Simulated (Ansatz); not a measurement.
C2H4 (`[CH2][CH2]`) (triplet) at its PBE0-D4/def2-TZVP geometry, where that method's forces vanish. Total charge 0; spin multiplicity 3.

```csv
atom,x (Å),y (Å),z (Å)
C1,-0.075,-0.122,0.706
C2,0.075,0.122,-0.706
H3,-0.028,0.684,1.434
H4,-0.242,-1.122,1.099
H5,-0.778,0.341,-1.343
H6,1.048,0.097,-1.190
```

**Question.** For each bond, give half the difference of the two atoms' forces along it (eV/Å; positive pushes the atoms apart) under PBE-D4, r2SCAN-D4, B3LYP-D4, ωB97M-V in def2-TZVPP. (Estimate.)

**Answer.** Ansatz gave: 
```csv
bond,length (Å),PBE-D4,r2SCAN-D4,B3LYP-D4,ωB97M-V
C1–C2,1.441,-0.28,0.05,0.08,0.15
C1–H3,1.087,0.20,-0.02,-0.05,-0.09
C1–H4,1.087,0.20,-0.02,-0.05,-0.09
C2–H5,1.087,0.20,-0.02,-0.05,-0.09
C2–H6,1.087,0.20,-0.02,-0.05,-0.09
```

B3LYP here is the variant with VWN-RPA as its local correlation; programs differ in this.
